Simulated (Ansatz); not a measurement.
Input file for Ansatz (a quantum-chemistry and plane-wave program): R-r2SCAN/def2-TZVPPD on CH5N (SMILES CN) with ghost functions. Files ending in .json are basis or fitting sets from the Basis Set Exchange.

Ansatz 0.2 input:
```yaml
crystal:
  periodic: [false, false, false]
  atoms:
    - {symbol: N, position_ang: [2.43887692, 0.57560183, -0.01510597]}
    - {symbol: H, position_ang: [2.80949692, 1.08337883, 0.77802603]}
    - {symbol: H, position_ang: [2.80961992, 1.03994083, -0.83436497]}
    - {symbol: C, position_ang: [2.91662892, -0.81043117, 0.02235503]}
    - {symbol: H, position_ang: [2.52474392, -1.34445717, -0.83983697]}
    - {symbol: H, position_ang: [4.00333992, -0.91716617, 0.02538903]}
    - {symbol: H, position_ang: [2.52450292, -1.29716117, 0.91198703]}
basis:
  gaussian:
    orbitals: def2-TZVPPD.json
    ghost_atoms:
      - {symbol: O, position_ang: [-2.46634608, 0.76941283, -0.00055597]}
      - {symbol: H, position_ang: [-1.49380208, 0.79529283, -0.00560297]}
      - {symbol: C, position_ang: [-2.83609708, -0.59033317, -0.00532797]}
      - {symbol: H, position_ang: [-3.92235008, -0.63961317, -0.00107697]}
      - {symbol: H, position_ang: [-2.48283208, -1.12106917, -0.89468497]}
      - {symbol: H, position_ang: [-2.47550608, -1.12923817, 0.87613803]}
hamiltonian:
  xc: {name: r2SCAN}
scf: {lower_state_search: off}
```

### Question
Predict the final total energy.

### Answer
-95.8365 hartree.
